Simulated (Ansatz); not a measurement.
# H2O, SMILES O: a relaxed scan of one distance

Computed with the Ansatz DFT code, driven from Python.

`h2o.xyz`
```text
3

O    -0.29484    0.19504   -0.13692
H     0.46712    0.56029    0.31698
H    -0.17228   -0.75533   -0.18006
```

`relaxed_scan_h2o.py`:
```python
"""One bond of H2O held at set lengths while the rest relaxes."""

import ansatz as az
import numpy as np


def main() -> None:
    mol = az.Crystal.molecule_from_extxyz("h2o.xyz")

    calculation = mol.calculation().basis(gaussian="def2-SVP").functional("b3lyp")
    symbols = [site.symbol for site in mol.cartesian_sites]
    pairs = [(0, 1), (0, 2)]
    print("held (A)   E (eV)        ", "  ".join(f"{symbols[i]}{i}-{symbols[j]}{j}" for i, j in pairs))
    for length in [0.88, 0.96, 1.04, 1.15, 1.29]:
        summary = calculation.relax(constraints=[az.DistanceConstraint((0, 2), at=length)], force_tolerance=0.02, max_steps=60).run(threads=1, backend="cpu").report
        xyz = np.array(summary["positions_ang"])
        print(f"{length:6.2f} {summary['free_energy_ev']:14.5f}  ", "  ".join(f"{np.linalg.norm(xyz[i] - xyz[j]):.3f}" for i, j in pairs))


if __name__ == "__main__":
    main()
```

Running `python relaxed_scan_h2o.py` prints:
```text
held (A)   E (eV)         O0-H1  O0-H2
DeckWarning: relax.constraints: the input's atoms, or those drawn, lie off the distances that are held; a relaxation that starts there is brought onto them ahead of its first SCF, by positions alone, [...]
  0.88    -2077.57968   0.965  0.880
  0.96    -2077.81447   0.967  0.960
  1.04    -2077.69993   0.969  1.040
  1.15    -2077.24159   0.970  1.150
  1.29    -2076.44874   0.972  1.290
```
(Warnings from the package without file and line, shortened, repeats left out.)

Total energies depend on the basis set; only differences at equal settings carry meaning. The energies are electronic: no zero-point or thermal terms, and the basis set is short of its limit. b3lyp holds the VWN-RPA fit, as in Gaussian; the form of ORCA and Turbomole is b3lyp5. Finished in 6.3 s on 1 thread of Arm Neoverse V1 (shared host), peak memory 0.15 GiB.
